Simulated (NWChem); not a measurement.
SiH₃ cation

```xyz
4

Si     0.0000     0.0000     0.0000
H      1.1933    -0.8948     0.0000
H     -1.3716    -0.5861     0.0000
H      0.1782     1.4809     0.0000
```
Atoms are numbered in this order, from 1.

Program: NWChem. Pople sets run with spherical d functions. Structure relaxed at the PBE-D3(BJ)/def2-SVP level. Vertical excitations in the gas phase; the lowest state need not have the same character in each row.

For level PBE0/6-31+G*, TDA:

- lowest excitation, singlet (eV) = 5.57
- lowest state with f > 0.02, singlet (eV) = 10.63
- oscillator strength of that bright state = 0.112
- orbital gap (eV) = 7.43

### Question
How do the values read with level PBE/6-31+G*, TDA instead?

### Answer
- lowest excitation, singlet (eV) = 5.25
- lowest state with f > 0.02, singlet (eV) = 10.01
- oscillator strength of that bright state = 0.070
- orbital gap (eV) = 5.05
